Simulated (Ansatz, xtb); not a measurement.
## A geometry optimisation of H5OSi2+ with r2SCAN-D4/def2-SVP

The starting geometry of this gas-phase singlet has its atoms placed at random.

```xyz
8

O    -1.9455   -0.1071    1.3072
Si   -1.2407    0.0794   -0.5942
Si    2.0308    0.1250   -0.2978
H     0.4393    0.0086   -0.5791
H     0.7915    0.1523    1.3207
H    -1.6568   -0.9996    1.4173
H     1.2892    1.0152   -1.5488
H    -0.9387   -1.7364   -0.0846
```

**Question.** One run relaxed it with r2SCAN-D4/def2-SVP. What is a likely outcome?

**Answer.** It ends as `O[SiH+][SiH3]`. Distances that change by over a tenth: Si3–H7 (1.71 → 1.49 Å). Contacts that open: Si2–H4 (1.68 → 3.06 Å). Contacts that close: O1–Si2 (2.04 → 1.61 Å), Si2–Si3 (3.29 → 2.36 Å), Si2–H8 (1.91 → 1.49 Å), Si3–H5 (2.04 → 1.48 Å).

The energy falls by 8.93 eV over 31 steps:

| step | E − E(last) (eV) |
| --- | --- |
| 1 | 8.933 |
| 4 | 5.190 |
| 8 | 2.352 |
| 11 | 0.747 |
| 14 | 0.225 |
| 18 | 0.013 |
| 21 | 0.002 |
| 24 | 0.000 |
| 28 | 0.000 |
| 31 | 0.000 |

Final geometry (Å):

```xyz
8

O    -1.7065   -0.3218    1.3733
Si   -0.9934   -0.5364   -0.0517
Si    1.2399    0.2095   -0.2005
H     1.9873   -1.0334   -0.5323
H     1.5130    0.7824    1.1396
H    -2.6160   -0.5666    1.6161
H     1.1972    1.1860   -1.3219
H    -1.8524   -1.1824   -1.0818
```

From the same start GFN2-xTB ends elsewhere, differing in Si2–Si3 (3.59 against 2.36 Å here), Si2–H4 (1.45 against 3.06 Å here), Si2–H5 (1.75 against 3.07 Å here), Si3–H4 (4.09 against 1.49 Å here).

From so rough a start the end depends on the optimiser's path, so another program may land elsewhere. The end wasn't checked by frequencies. Run with Ansatz 0.2.0, 81 s on 1 thread of Arm Neoverse V2, on a shared host.
